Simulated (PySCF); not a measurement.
# Computed spin Hamiltonian

Species: C₄H₇O (doublet state).
Cartesian coordinates in Å at the GFN2-xTB level; atoms count from 1:
```
atom  x, y, z in Å
C1     1.8338    0.2994    0.4228
O2     0.5749    0.7872    0.0289
C3    -0.2952   -0.2122   -0.4199
C4    -1.2410   -0.8178    0.5217
C5    -1.7775    0.1099   -0.4769
H6     2.3325   -0.2203   -0.4048
H7     2.4228    1.1657    0.7174
H8     1.7461   -0.3902    1.2701
H9     0.1179   -0.8098   -1.2335
H10   -1.2776   -0.7230    1.5878
H11   -2.3072   -0.2742   -1.3380
H12   -2.1284    1.0845   -0.1576
```

The hyperfine couplings belong to this conformer and change with its torsions.

As a line formula: `CO[C@H]1[CH]C1` [radical].

The calculation used UKS B3LYP, pcH-1 on C H O, non-relativistic, mean-field spin-orbit, GIAO (PySCF). Isolated species at its GFN2-xTB geometry (one conformer only). A GFN2-xTB geometry isn't a minimum of the functional, and hyperfine couplings can be far from their values at a DFT geometry. Stability of the SCF solution: not tested.

```json
{
  "g1, g2, g3": "2.00224, 2.00262, 2.00334",
  "g_iso": "2.00273",
  "Form of g": "rhombic: the two nearest values differ by 34 % of g3 − g1",
  "⟨S²⟩": "0.7530 (exact 0.7500)",
  "HOMO–LUMO gap, α and β orbitals": "7.41, 4.90 eV"
}
```

Isotropic coupling and dipolar principal values T1 to T3, in MHz:

```json
{"atom": "C1", "isotope": "13C", "a_iso": "2.2", "T1": "-0.5", "T2": "-0.4", "T3": "1.0", "Mulliken spin population": "0.00"}
{"atom": "O2", "isotope": "17O", "a_iso": "1.8", "T1": "-16.7", "T2": "7.9", "T3": "8.8", "Mulliken spin population": "0.03"}
{"atom": "C3", "isotope": "13C", "a_iso": "-12.8", "T1": "-5.3", "T2": "-0.1", "T3": "5.5", "Mulliken spin population": "-0.01"}
{"atom": "C4", "isotope": "13C", "a_iso": "276.8", "T1": "-73.1", "T2": "-70.3", "T3": "143.4", "Mulliken spin population": "0.93"}
{"atom": "C5", "isotope": "13C", "a_iso": "-21.8", "T1": "-7.1", "T2": "-1.8", "T3": "8.9", "Mulliken spin population": "-0.02"}
{"atom": "H6", "isotope": "1H", "a_iso": "1.0", "T1": "-1.6", "T2": "-1.2", "T3": "2.8", "Mulliken spin population": "0.00"}
{"atom": "H7", "isotope": "1H", "a_iso": "0.6", "T1": "-1.2", "T2": "-1.1", "T3": "2.3", "Mulliken spin population": "0.00"}
{"atom": "H8", "isotope": "1H", "a_iso": "3.8", "T1": "-2.2", "T2": "-1.9", "T3": "4.1", "Mulliken spin population": "0.00"}
{"atom": "H9", "isotope": "1H", "a_iso": "42.9", "T1": "-6.5", "T2": "-3.1", "T3": "9.6", "Mulliken spin population": "0.02"}
{"atom": "H10", "isotope": "1H", "a_iso": "-15.6", "T1": "-32.6", "T2": "-4.3", "T3": "36.9", "Mulliken spin population": "-0.02"}
{"atom": "H11", "isotope": "1H", "a_iso": "100.3", "T1": "-6.9", "T2": "-4.1", "T3": "11.1", "Mulliken spin population": "0.04"}
{"atom": "H12", "isotope": "1H", "a_iso": "57.9", "T1": "-6.2", "T2": "-2.0", "T3": "8.2", "Mulliken spin population": "0.02"}
```

The largest Mulliken spin population is on C4 (+0.93). The angles at C4 add up to 318.7°, so it is pyramidal.

Axes: g3 points within 12° of the C4–H10 bond.

Under fast tumbling the dipolar parts average out, and these isotropic splittings remain: 1 × 1H (H11, I = 1/2, 2 lines) with 3.58 mT, 1 × 1H (H12, I = 1/2, 2 lines) with 2.07 mT, 1 × 1H (H9, I = 1/2, 2 lines) with 1.53 mT, 1 × 1H (H10, I = 1/2, 2 lines) with 0.56 mT and 3 × 1H (H6/H7/H8, I = 1/2, 4 lines) with 0.06 mT.

Class means assume fast exchange of nuclei equivalent by connectivity; if that motion is slow, each nucleus keeps its own coupling.

The 13C coupling of C4 (276.8 MHz) shows only in satellite lines or after enrichment, since that isotope makes up about 1.07 % of natural carbon.

Examples of negative spin density at the nucleus (bohr⁻³): C5 (-0.0194), C3 (-0.0114) and H10 (-0.0035).
